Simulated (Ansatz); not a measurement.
## CClF3 (SMILES FC(F)(F)Cl): name the method

CClF3 has 5 atoms, charge 0, and is taken as a singlet. As SMILES, `FC(F)(F)Cl`. The shape is that of a PBE0-D4/def2-TZVP optimisation.

```xyz
5

F     0.2137    0.0191    1.3261
C    -0.0022   -0.0825    0.0261
F    -1.2496   -0.4746   -0.1671
F     0.8117   -0.9990   -0.4685
Cl    0.2763    1.4633   -0.7580
```

A calculation with Ansatz 0.2.0 gave:

```yaml
total_energy: -793.7736 Eh
HOMO_energy: -8.76 eV
LUMO_energy: -1.48 eV
HOMO–LUMO_gap: 7.28 eV
```

**Question.** Which of these levels gave the numbers?
A. SVWN5/def2-SVPD
B. HF/def2-SVPD
C. BHLYP/def2-SVPD
D. B3LYP/def2-SVPD

**Answer.** A. The others give -797.4708 Eh (B3LYP/def2-SVPD), -795.2896 Eh (HF/def2-SVPD), -797.3221 Eh (BHLYP/def2-SVPD).
